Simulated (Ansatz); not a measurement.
Ansatz (a program for electronic structure) input:

Ansatz 0.2 input:
```yaml
crystal:
  periodic: [false, false, false]
  atoms:
    - {symbol: C, position_ang: [0.02466905, -0.00660073, 0.29796249]}
    - {symbol: F, position_ang: [0.00598303, 1.26112279, -0.06965120]}
    - {symbol: F, position_ang: [1.12637044, -0.62129841, -0.09086093]}
    - {symbol: F, position_ang: [-1.06419804, -0.65048404, -0.07950954]}
basis:
  gaussian:
    orbitals: def2-TZVP
hamiltonian:
  xc: b3lyp
  dispersion: d3bj
magnetization: {spin_polarized: true, initial_magnetization: 1}
relax: {f_tol: 0.002, max_steps: 150}
```

Task: Predict the final energy.

Result: -337.71870 Eh (B3LYP-D3(BJ)/def2-TZVP). The basis has 124 functions.

It need not be the lowest isomer of its formula.
